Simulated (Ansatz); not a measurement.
Consider the hydrogenolysis of a Mg–N bond: `[CH3][Mg][NH2]` + H₂ → `[CH3][MgH]` + NH₃.

Computed with Ansatz on PBE0-D4/def2-TZVP structures; ΔE is electronic, products minus reactants. CBS: MP2 limit from def2 TZ/QZ plus the TZ coupled-cluster correction, frozen cores. This one scheme is used for every species. DFT in def2-TZVPP. B3LYP here is the variant with VWN-RPA as its local correlation; programs differ in this. For Mg outer-core shells are correlated without core-valence functions, which leaves a few kJ/mol of doubt a bond. One conformer a species, not always the lowest.

| level | ΔE (kcal/mol) |
| --- | --- |
| B3LYP-D4 | 8.5 |
| ωB97M-V | 8.3 |
| LC-ωPBE | 7.6 |
| HF/CBS(def2) | 4.3 |

(1) What does CCSD(T)/CBS give? (Estimate.)

Largest T1 diagnostic among the species: 0.009.

Results:

(1) Ansatz gave: +10.5 kcal/mol. The listed levels differ from it by -2.0, -2.2, -2.9, -6.2 kcal/mol.

From BLYP to BHLYP (50 % exact exchange), in def2-TZVPP and without D4, ΔE moves by −2.0 kcal/mol. At CCSD(T), def2-SVP lies −2.1 kcal/mol from the extrapolated value and def2-TZVPP −1.6 kcal/mol. In def2-TZVPP, CCSD(T) changes the Hartree–Fock value by +4.8 kcal/mol (the triples alone add +0.8 kcal/mol) and MP2 by +7.3 kcal/mol.
